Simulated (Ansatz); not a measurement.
# BNH3 (doublet): from Hartree-Fock to the top rungs at a displaced geometry (v2), cc-pVDZ

The task here is to estimate one member of a computed series from the others.

The runs use Ansatz 0.2.0, Gaussian basis; cc-pVDZ, core rule «outside noble gas», up to 2 orbitals frozen.

The runs, in order: UHF; CCSD(T) on ROHF; CCSD(T) on UHF; BCCD(T) on ROHF; CISD as a restricted active space (open shells left free, so some higher excitations enter); CCSDT(Q) on ROHF; CCSDT(Q) on UHF.

19 further runs of the same task are left out: 9 that didn't finish, 10 set aside as unsound or not needed. Runs told in other sessions of the task aren't counted.

## What is computed

The geometry is a PBE0/def2-TZVP stationary point (not a proven minimum) with its atoms shifted at random (size 0.100 Å).

5 atoms, charge 0, spin multiplicity 2.

Atoms are counted from 1 here; the program's logs count them from 0.

Bond lengths: B1–N2 1.327 Å, B1–H3 1.194 Å, B1–H4 1.281 Å, N2–H5 1.073 Å. Angles: N2–B1–H3 118.0°, N2–B1–H4 120.2°, H3–B1–H4 120.4°, B1–N2–H5 166.2°.

As a file:

```
B     0.0902    0.0277    0.7034
N    -0.0746   -0.0318   -0.6120
H     0.0020    1.0942    1.2320
H     0.0851   -1.0453    1.4038
H    -0.0180    0.0954   -1.6763
```

Set-up of the first run:

in.yaml reads:

```yaml
crystal:
  periodic: [false, false, false]
  atoms:
    - {symbol: B, position_ang: [0.090245, 0.027725, 0.703444]}
    - {symbol: N, position_ang: [-0.074630, -0.031778, -0.611996]}
    - {symbol: H, position_ang: [0.001991, 1.094205, 1.231968]}
    - {symbol: H, position_ang: [0.085099, -1.045341, 1.403791]}
    - {symbol: H, position_ang: [-0.017959, 0.095363, -1.676265]}
basis:
  gaussian: {orbitals: cc-pVDZ}
magnetization: {spin_polarized: true, initial_magnetization: 1}
hamiltonian: {xc: hf}
output: {orbitals: {seedname: orbitals}}
```

Command:

```bash
$ ansatz run in.yaml --threads 1 --pin off --events-out ev --progress --plain --max-ram 2393MiB
```

Among the steps run: UHF; CCSD(T) on ROHF; CCSD(T) on UHF; BCCD(T) on ROHF; CISD as a restricted active space (open shells left free, so some higher excitations enter); CCSDT(Q) on ROHF; CCSDT(Q) on UHF.

One of the session's tables, all rows but one given; the rest of the session is left out.

| method | from UCCSDT(Q) (kcal/mol) |
| --- | --- |
| ROHF | +174.46 |
| UHF | +170.49 |
| RMP2 | +27.57 |
| UMP2 | +27.31 |
| CISD | +18.84 |
| RCCSD | +5.80 |
| UCCSD | +5.73 |
| RCCSD(T) | +1.05 |
| UCCSD(T) | +1.07 |
| BCCD(T) | +1.01 |
| RCCSDT | +0.36 |
| UCCSDT | ? |
| RCCSDT(Q) | +0.04 |
| UCCSDT(Q) | 0 |

**Question.** Estimate the row for UCCSDT.

As computed: from UCCSDT(Q) (kcal/mol): +0.35. In the column «from UCCSDT(Q) (kcal/mol)» it lies between RCCSDT(Q) (+0.04) and RCCSDT (+0.36).

Limits of these values: Restricted and unrestricted rows rest on different reference determinants; a gap between their highest levels can come from leftover correlation error, from unlike frozen cores or from another state.
